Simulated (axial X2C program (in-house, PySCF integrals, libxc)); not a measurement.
**Nuclear properties of MgF⁻**

Computed with an axial X2C code built on PySCF integrals: two-component X2C with atomic mean-field Coulomb and Gaunt terms, Gaussian nuclei, basis Mg dyall-av3z, F dyall-av3z with contracted cores.

R = 1.826 Å (near the PBE0 minimum at charge -1 of the determinant lowest at the starting distance; the state shown can have its own minimum elsewhere).

Input and command:
```json
{"zs": [12, 9], "q": -1, "bas": ["dyall-av3z", "dyall-av3z"], "r0": 2.03, "levels": ["PBE0", "HF", "TPSSh", "r2SCAN", "PBE50"], "nst": 3}
```
```bash
python soeom.py task.json out
```

Keys: zs atomic numbers; q charge; bas basis sets; r0 starting distance in Å; levels methods; nst determinants followed.

Determinant lowest in the PBE0 search, Ω = 0 (closed shell), highest spinor 74% Mg s, 15% Mg p, 6% F p:

```csv
level,qzz Mg (a.u.),qzz F (a.u.)
PBE0,-0.62,0.08
HF,-0.66,0.10
TPSSh,-0.61,0.08
r2SCAN,-0.63,0.04
PBE50,-0.63,0.10
```

Determinant 1.33 eV from it at PBE0 and this distance, Ω = 2 (⟨Sz⟩ = 1.00, ⟨Lz⟩ = 1.00 at PBE0), spin on the atoms Mg 0.99, F 0.01:

| level | Eeff magnitude (GV/cm) | Ws magnitude Mg (kHz) | Ws magnitude F (kHz) | A∥/gI Mg (MHz) | qzz Mg (a.u.) | A∥/gI F (MHz) | qzz F (a.u.) |
| --- | --- | --- | --- | --- | --- | --- | --- |
| PBE0 | 0.0658 | 0.0114 | 0.00157 | 220 | -0.52 | 19.8 | 0.35 |
| HF | 0.0638 | 0.0113 | 0.00122 | 213 | -0.62 | 16.8 | 0.29 |
| TPSSh | 0.0653 | 0.0113 | 0.00155 | 210 | -0.50 | 19.4 | 0.39 |
| r2SCAN | 0.0709 | 0.0122 | 0.00167 | 230 | -0.52 | 20.7 | 0.30 |
| PBE50 | 0.0643 | 0.0112 | 0.00147 | 217 | -0.54 | 19.1 | 0.35 |

Eeff is the effective electric field on the electron electric dipole moment in this Ω state and Ws the scalar–pseudoscalar constant of the nucleus named (defined with the proton number Z and per Ω); A∥ (defined per Ω) follows by multiplying with gI = μI/(I μN); qzz is the electric field gradient, eQq0 = 234.96 MHz × Q/barn × qzz. The operators were transformed with the bare-nucleus X2C matrices; with these basis sets, hyperfine constants and field gradients can be off by tens of per cent, and where levels differ in sign neither size nor sign is settled.

(1) With Q(25Mg) = 0.1994 barn (Q from Pyykkö, Mol. Phys. 2018), turn the PBE0 values of the first state into constants in MHz.

Each state is one determinant with collinear spin, which with several unpaired electrons need not be a pure state. Unrestricted Hartree–Fock can overshoot spin polarisation at the nuclei. For an anion, determinants above electron detachment, or with a positive highest level, are held by the basis set. With several open shells hyperfine constants can be off by a factor of several. Open-shell Ω = 0 determinants with evenly filled partner blocks cannot be reached by this program, so the Ω shown need not be the lowest component. The search compared states at one distance, so a state with another bond length can lie lower. Further determinants of the search, some of them spin-mixed, are not shown. Where a field gradient or hyperfine factor spreads by more than a factor of two over the levels, a constant derived from it is not to be relied on. PBE0 term energies can be off by some tenths of an eV.

## Answers

(1) eQq0(25Mg) = 234.96 × (0.1994) × (-0.62) = -29 MHz.
